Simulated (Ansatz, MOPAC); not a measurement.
System: OF2, charge 0, multiplicity 1. SMILES: FOF

Atoms: F1, O2, F3. Bonds: F1-O2, O2-F3.

Bond lengths (Å) and angles (degrees) optimised at PM3 with MOPAC; HF/3-21G with Ansatz (an electronic-structure program); B3LYP/LANL2DZ with Ansatz, each started from the B3LYP-D3(BJ)/def2-TZVP structure (Ansatz) of the last column. A row stands for all coordinates that are equal there. No wavenumbers were computed at B3LYP/LANL2DZ, so these may be saddle points.

```csv
coordinate,PM3,HF/3-21G,B3LYP/LANL2DZ,B3LYP-D3(BJ)/def2-TZVP
F1-O2,1.378,1.427,1.468,1.402
F1-O2-F3,101.0,101.6,104.2,104.0
```

Mean signed difference of all 2 bond lengths from B3LYP-D3(BJ)/def2-TZVP: PM3 -0.024 Å, HF/3-21G 0.025 Å, B3LYP/LANL2DZ 0.066 Å.
